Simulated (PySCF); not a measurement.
**Question.** Give a PBE0-D3(BJ)/def2-SVP geometry of InChI=1S/C4H5N/c1-2-4-3-5-4/h1,4-5H,3H2/t4-/m1/s1.

**Answer.** 
```
atom  x, y, z in Å
C1     2.290   -0.200    0.568
C2     1.185   -0.318    0.086
C3    -0.129   -0.485   -0.481
C4    -1.142    0.595   -0.316
N5    -1.290   -0.657    0.392
H6     3.270   -0.091    0.995
H7    -0.159   -1.097   -1.391
H8    -0.827    1.491    0.230
H9    -1.862    0.774   -1.121
H10   -1.005   -0.559    1.366
```

Any rigid rotation of these coordinates is as good. Atoms count from 1 in this order. The 3-membered ring C3–C4–N5 has internal angles of 58.6° to 61.6°. The C–C distances run from 1.212 Å (C1≡C2, drawn triple) to 1.490 Å (C3–C4, drawn single), a spread of 0.278 Å. N5 (secondary amine nitrogen) is pyramidal (angles 110.9°, 109.8° and 61.6°, sum 282.3°, 0.61 Å off the plane of its three neighbours).

Bonds between heavy atoms (Å): C1≡C2 1.212, C2–C3 1.441, C3–C4 1.490, C4–N5 1.445, C3–N5 1.462.

Computed, not measured: PySCF 2.14.0, PBE0-D3(BJ)/def2-SVP geometry optimisation, gas phase.

Point group: C1 (no symmetry element, even within 0.4 Å). PBE0-D3(BJ)/def2-SVP frequencies: not computed here.
